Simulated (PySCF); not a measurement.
# Frontier levels across methods

Compound: 3-methyl-2-butenenitrile, C₅H₇N.
Numbering: `[CH3:1][C:2]([CH3:3])=[CH:4][C:5]#[N:6]` (hydrogens: H7, H8, H9 on C1; H10, H11, H12 on C3; H13 on C4)

Geometry (PBE0-D3(BJ)/def2-SVP, Å), atoms numbered from 1 in this order:
```xyz
13
C5H7N angstrom
C      0.2580    1.3530    0.3000
C     -0.3078    0.0026    0.0000
C     -1.7932   -0.0876   -0.1415
C      0.4635   -1.0962   -0.1412
C      1.8827   -1.0756   -0.0185
N      3.0396   -1.0713    0.0797
H     -0.1657    1.7431    1.2398
H     -0.0237    2.0680   -0.4902
H      1.3522    1.3401    0.3874
H     -2.1302   -1.1101   -0.3572
H     -2.2898    0.2582    0.7801
H     -2.1437    0.5746   -0.9504
H      0.0123   -2.0680   -0.3605
```

Basis pcSseg-1 throughout (PySCF), one geometry. Isolated species at its PBE0-D3(BJ)/def2-SVP geometry, gas phase.

How do the orbital energies, the gap and the dipole change with the method?

| method | kind | HOMO (eV) | LUMO (eV) | gap (eV) | μ (D) | SCF cycles |
| --- | --- | --- | --- | --- | --- | --- |
| BLYP | GGA | -6.36 | -1.98 | 4.38 | 4.70 | 16 |
| B97-D | GGA | -6.48 | -2.05 | 4.43 | 4.76 | 16 |
| OPBE | GGA | -6.50 | -2.06 | 4.44 | 4.70 | 16 |
| PBE | GGA | -6.53 | -2.13 | 4.40 | 4.74 | 16 |
| KT3 | GGA | -6.53 | -2.09 | 4.44 | 4.63 | 16 |
| KT2 | GGA | -6.53 | -2.10 | 4.43 | 4.73 | 16 |
| BP86 | GGA | -6.63 | -2.23 | 4.40 | 4.79 | 16 |
| LDA | LDA | -6.70 | -2.34 | 4.36 | 4.90 | 15 |
| B97-2 | global hybrid | -7.39 | -1.27 | 6.12 | 4.85 | 12 |
| B3LYP | global hybrid | -7.41 | -1.41 | 6.00 | 4.82 | 14 |
| PBE0 | global hybrid | -7.63 | -1.21 | 6.42 | 4.87 | 13 |
| mPW1PW91 | global hybrid | -7.66 | -1.23 | 6.43 | 4.89 | 13 |
| BHandHLYP | global hybrid | -8.57 | -0.11 | 8.46 | 4.97 | 13 |
| CAM-B3LYP | range-separated hybrid | -8.88 | -0.07 | 8.82 | 4.87 | 14 |
| wB97X-D | range-separated hybrid | -9.43 | 0.54 | 9.97 | 4.93 | 13 |
| HF | Hartree–Fock | -9.99 | 2.62 | 12.61 | 5.22 | 12 |
| LC-wPBE | range-separated hybrid | -10.23 | 1.01 | 11.24 | 4.88 | 14 |

The HOMO spans 3.87 eV, from BLYP down to LC-wPBE, and the gap runs from 4.36 eV (LDA) to 12.61 eV (HF). Over the methods BLYP (0 %), B97-D (0 %), OPBE (0 %), PBE (0 %), KT3 (0 %), KT2 (0 %), BP86 (0 %), LDA (0 %), B97-2 (21 %), B3LYP (20 %), PBE0 (25 %), mPW1PW91 (25 %), BHandHLYP (50 %), HF (100 %), a straight line through the gap against the share of exact exchange rises by 0.82 eV for each 10 % (correlation coefficient 1.000). The dipole ranges from 4.63 D (KT3) to 5.22 D (HF). This basis has no diffuse functions.
